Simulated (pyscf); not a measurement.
## Four-centre exchange: H₂Al–Cl + silanol (HO–SiH₃) → HO–AlH–Cl + silane (SiH₄)

Gas phase, singlet surface, charge 0. Bonds broken: Al2–H3, O5–Si6. Bonds formed: Al2–O5, H3–Si6. Single points on ωB97X-D3(BJ)/def2-SVP structures (PySCF, gas phase). MP2 and CC: frozen core, UHF for open shells. ΔMP2 is the change of the MP2 total energy from the triple- to the quadruple-zeta basis.

Transition state (Å):

```xyz
10

Cl    -1.0783    -2.8064     0.4514
Al    -0.9862    -0.7689     0.9871
H     -1.7334     0.1828    -0.2484
H     -1.4820    -0.3073     2.4048
O      0.4159     0.0970     0.2642
Si    -0.5969     0.9082    -1.2218
H      1.3742     0.1280     0.3528
H     -0.2633    -0.1404    -2.2182
H      0.4008     2.0225    -1.1448
H     -1.7868     1.6479    -1.7757
```

One imaginary mode, 287i cm⁻¹; descent along it reached the two sides named, in the forms told below.

```json
[
 {"bond": "Al2–H3", "change": "breaks", "reactant side (Å)": "1.594", "saddle": "1.729", "product side": "1.999"},
 {"bond": "O5–Si6", "change": "breaks", "reactant side (Å)": "1.729", "saddle": "1.973", "product side": "2.9"},
 {"bond": "Al2–O5", "change": "forms", "reactant side (Å)": "1.977", "saddle": "1.800", "product side": "1.717"},
 {"bond": "H3–Si6", "change": "forms", "reactant side (Å)": "3.1", "saddle": "1.663", "product side": "1.513"}
]
```

Electronic energies relative to the separated reactants (eV):

```json
[
 {"level": "ωB97X-D3(BJ)/def2-TZVP", "barrier": "-0.58", "reaction energy": "-0.64", "reverse barrier": "0.05"},
 {"level": "PBE/def2-TZVP", "barrier": "-0.45", "reaction energy": "-0.67", "reverse barrier": "0.21"},
 {"level": "r²SCAN/def2-TZVP", "barrier": "-0.54", "reaction energy": "-0.68", "reverse barrier": "0.14"},
 {"level": "B3LYP-D3(BJ)/def2-TZVP", "barrier": "-0.42", "reaction energy": "-0.65", "reverse barrier": "0.23"},
 {"level": "PBE0-D3(BJ)/def2-TZVP", "barrier": "-0.55", "reaction energy": "-0.64", "reverse barrier": "0.10"},
 {"level": "M06-2X/def2-TZVP", "barrier": "-0.50", "reaction energy": "-0.66", "reverse barrier": "0.17"},
 {"level": "ωB97M-D3(BJ)/def2-TZVP", "barrier": "-0.43", "reaction energy": "-0.64", "reverse barrier": "0.20"},
 {"level": "HF/def2-TZVP", "barrier": "0.10", "reaction energy": "-0.56", "reverse barrier": "0.66"},
 {"level": "MP2/def2-QZVPP", "barrier": "-0.44", "reaction energy": "-0.66", "reverse barrier": "0.22"},
 {"level": "CCSD/def2-TZVPP", "barrier": "-0.34", "reaction energy": "-0.65", "reverse barrier": "0.31"},
 {"level": "CCSD(T)/def2-TZVPP", "barrier": "-0.40", "reaction energy": "-0.66", "reverse barrier": "0.26"},
 {"level": "CCSD(T)/def2-TZVPP + ΔMP2(QZVPP)", "barrier": "-0.42", "reaction energy": "-0.65", "reverse barrier": "0.23"}
]
```

With CCSD(T)/def2-TZVPP + ΔMP2(QZVPP) energies and thermal terms (ideal gas, 1 atm, RRHO with modes under 100 cm⁻¹ raised to 100, one conformer, R ln 2 for chiral ones without a mode under 150 cm⁻¹), in eV:

| T (K) | ΔH‡ | ΔG‡ | ΔH | ΔG |
|---|---|---|---|---|
| 298 | -0.35 | 0.17 | -0.64 | -0.59 |
| 600 | -0.34 | 0.70 | -0.64 | -0.54 |
| 900 | -0.33 | 1.22 | -0.64 | -0.49 |
| 1200 | -0.31 | 1.73 | -0.64 | -0.44 |

On the reactant side the descent ends in an adduct with a Al–O contact, 1.12 eV under the separated species and 0.53 eV under the saddle at ωB97X-D3(BJ)/def2-TZVP. On the product side the descent ends in a complex, 0.30 eV under the separated species and 0.36 eV under the saddle at ωB97X-D3(BJ)/def2-TZVP. At ωB97X-D3(BJ)/def2-TZVP, PBE, r²SCAN, B3LYP-D3(BJ), PBE0-D3(BJ), M06-2X, ωB97M-D3(BJ)/def2-TZVP, MP2, CCSD, CCSD(T), CCSD(T) the saddle lies under the separated reactants, which points to a path from their complex (located at ωB97X-D3(BJ) alone). What is counted as formed (Al–O) is already present as a longer contact in the reactant adduct; forming that adduct is a step of its own. At the saddle there is also a short Al–Si contact that neither side keeps. This is the saddle that the search found; another between the same sides may lie lower. The CCSD(T) − MP2 part came from Ansatz, without density fitting, on the same reference.
